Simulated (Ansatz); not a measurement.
Geometry optimisation, RKS PBE/6-31G* (Ansatz 0.2.0).

input.yaml

```yaml
crystal:
  periodic: [false, false, false]
  atoms:
    - { symbol: Al, position_ang: [0.02854, -0.492605, -0.460295] }
    - { symbol: F, position_ang: [0.050584, 0.027772, 2.364452] }
    - { symbol: H, position_ang: [1.430843, 0.180748, -0.799027] }
    - { symbol: H, position_ang: [-1.415936, 0.107026, -0.759153] }
    - { symbol: Cl, position_ang: [0.091262, -2.516211, 0.428469] }
    - { symbol: H, position_ang: [-0.026493, -0.90753, 2.425755] }
basis:
  gaussian: { orbitals: "6-31G*" }
hamiltonian:
  xc: pbe
relax:
  f_tol: 0.03
  max_steps: 50
output:
  orbitals: {}
```

Command:

```bash
$ ansatz run input.yaml --threads 1 --pin off --max-ram 2048MiB --backend cpu --events-out ev --progress --plain --runs-dir out
```

Where does it end, and by what steps?

The forces met the threshold. After 8 steps the energy has fallen by 0.505 eV; F2 moved furthest, 0.50 Å. Joined: Al1–F2 (2.87 → 2.00 Å).

```csv
step,energy less start (eV),largest force component (eV/Å),accepted
0,0.0000,0.850,yes
1,-0.1925,0.700,yes
2,-0.3920,0.848,yes
3,-0.4453,0.909,yes
4,-0.4887,0.161,yes
5,-0.4950,0.138,yes
6,-0.5021,0.158,yes
7,-0.5047,0.033,yes
8,-0.5049,0.016,yes
```

```xyz
6
Properties=species:S:1:pos:R:3
Al 0.021 -0.373 -0.103
F 0.020 -0.006 1.866
H 1.433 0.160 -0.608
H -1.418 0.089 -0.601
Cl 0.073 -2.477 0.624
H 0.030 -0.993 2.023
```

Whether the end is a true minimum wasn't checked by a vibrational analysis.

The run took 16 s on 1 thread of Intel(R) Xeon(R) Platinum 8259CL CPU @ 2.50GHz (Skylake/Cascade Lake), with other jobs on the host, peak memory 0.14 GiB.
